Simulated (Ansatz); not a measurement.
Input file:

```yaml
crystal:
  periodic: [false, false, false]
  atoms:
    - {symbol: Ga, position_ang: [-0.019922, 0.053079, 1.276503]}
    - {symbol: As, position_ang: [0.043743, -0.037708, -1.181813]}
    - {symbol: H, position_ang: [0.059295, -1.346619, 2.057531]}
    - {symbol: H, position_ang: [-1.267104, -0.818597, -1.161064]}
    - {symbol: H, position_ang: [-0.665593, 1.296400, -1.351122]}
basis:
  gaussian: {orbitals: cc-pVDZ}
total_charge: 1
magnetization: {spin_polarized: false}
correlation: {method: bccd_t, electrons: outside_noble_gas}
```

```sh
$ ansatz run in.yaml --threads 1 --pin off --events-out ev --progress --plain --max-ram 2393MiB
```

Problem. Roughly how long does this take on 1 thread of Intel Xeon, shared host, and how much host memory?

Solution. 4.5 s wall and 0.29 GiB.

```
778 factors; integrals over basis functions are off by at most 1.1e-3 eV
mean field evaluation 1: about -113166.3083 eV, gradient 1.7e1 eV
mean field evaluation 2: about -113166.3115 eV, gradient 1.7e1 eV
mean field evaluation 4: about -113167.8471 eV, gradient 1.8e0 eV
mean field evaluation 8: about -113167.8845 eV, gradient 9.3e-4 eV
mean field evaluation 16: about -113167.8819 eV, gradient 1.8e-1 eV
mean field -113167.88445190 eV, -4158.8430456601 hartree, gradient 1.0e-6 eV, S^2 0.000000; 0 other end points of the search recorded, 0 dependent functions left out; unrestricted orbitals would lower it
28 core orbitals not correlated: weight in the atoms' cores, before any rotation towards them, 0.999 or more for the frozen orbitals, at most 0.001 for the correlated occupied ones
reference -113167.88445190 eV, -4158.8430456601 hartree; 5, 5 occupied and 36, 36 virtual orbitals, 778 factors
second order -4.32756314 eV of doubles, -0.00000000 eV of singles
cycle   1  -5.01675650 eV  change   -6.9e-1 eV  update   7.7e-2
cycle   2  -5.29054047 eV  change   -2.7e-1 eV  update   3.2e-2
cycle   3  -5.31854028 eV  change   -2.8e-2 eV  update   1.4e-2
cycle   4  -5.31316408 eV  change    5.4e-3 eV  update   6.5e-3
cycle   5  -5.31114671 eV  change    2.0e-3 eV  update   3.0e-3
cycle   6  -5.31029618 eV  change    8.5e-4 eV  update   1.3e-3
cycle   7  -5.31035274 eV  change   -5.7e-5 eV  update   5.0e-4
cycle   8  -5.31054185 eV  change   -1.9e-4 eV  update   1.9e-4
cycle   9  -5.31051541 eV  change    2.6e-5 eV  update   7.2e-5
cycle  10  -5.31049434 eV  change    2.1e-5 eV  update   2.6e-5
cycle  11  -5.31049859 eV  change   -4.2e-6 eV  update   1.2e-5
perturbative correction -0.17995107 eV, -0.0066130800 hartree
Total energy: -113173.37490156 eV, -4159.0448159637 hartree
```
